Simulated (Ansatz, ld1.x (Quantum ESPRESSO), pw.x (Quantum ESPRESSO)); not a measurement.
## Equation-of-state test of one TM potential (Ba)

ld1.x (Quantum ESPRESSO) 7.5 input, shortened:

```
&input
   title='Ba', zed=56., rel=1, dft='PBESOL', iswitch=3,
   config='[Xe] 5d0 6s1 6p0'
 /
 &inputp
   pseudotype=2, tm=.true., lloc=-1, rcloc=2.90,
   nlcc=.false.
 /
3
6S  1  0   1.00   0.00  4.00  4.00  0.0
6P  2  1   0.00   0.00  3.90  3.90  0.0
5D  3  2   0.00   0.00  3.10  3.10  0.0
 &test
   configts(1)='5d0 6s1 6p0'
 /
```

Atomic tests: cutoffs needed: 6 Ry and 6 Ry (the cutoffs (Ry, on a coarse ladder) from which the occupation-weighted sum of valence levels, in a spherical-Bessel basis at the reference potential, stays within 10 and 1 mRy of its value at 400 Ry); ghost test: ghost states, extra bound levels that the all-electron valence spectrum of the same l lacks: s at -28.8 eV, p at -7.0 eV; a true bound ghost makes a file unfit for plane-wave use (spherical-Bessel basis up to 400 Ry, 20 bohr box); configuration tests: 1 of 7 tests not solved or not reliable.

Crystal test: diamond Ba in pw.x 7.5, no spin, 8³ k-points, Fermi–Dirac smearing 0.01 Ry, cutoffs 35/140 Ry. The reference is all-electron LAPW (Ansatz 0.2.0) with the same functional, mesh and smearing; V0 and B0 come from Birch–Murnaghan fits to the pressures at five volumes. Errors are pseudo minus all-electron; Δ is the rms difference of the E(V) curves that follow from these fits, minima aligned, over ±6 % about the mean V0. Mesh and smearing are coarse, so the numbers serve the comparison and aren't converged zero-temperature values; the lattice is a test structure that the element need not adopt.

All-electron: a0 = 7.421 Å (V0 = 51.08 Å³/atom), B0 = 13.4 GPa.

**Question.** How far does the potential miss the all-electron equation of state?

**Answer.** mean pressure error (GPa): +2.61. The pressure does not cross zero within the volumes sampled, so no fit is given. The largest radius (4.00 bohr) exceeds half the bond length (3.04 bohr), so the spheres overlap, which is one possible source of error among others. This is a poor potential for the solid. Note: ghost states, extra bound levels that the all-electron valence spectrum of the same l lacks: s at -28.8 eV, p at -7.0 eV. A true bound ghost makes a file unfit for plane-wave use. Atomic configuration tests: 1 of 7 tests not solved or not reliable.

```csv
V (Å³/atom),P all-electron (GPa),P pseudo (GPa)
48.551,0.83,3.26
49.828,0.37,2.95
51.106,-0.01,2.66
52.384,-0.30,2.39
53.661,-0.54,2.14
```

**Question.** At the middle volume, how do free energy and pressure move when the wave cutoff is lowered (ecutrho kept at four times it)?

**Answer.**

| cutoff (Ry) | shift of F (meV/atom) | shift of P (GPa) |
| --- | --- | --- |
| 16 | +13.6 | -0.01 |
| 21 | +8.2 | -0.04 |
| 28 | +1.8 | -0.02 |

The run at the middle volume (29 k-points, 24 iterations) took about 19 s on one core of a shared host (Neoverse-V2, 96 threads, 742 GiB, load 46).
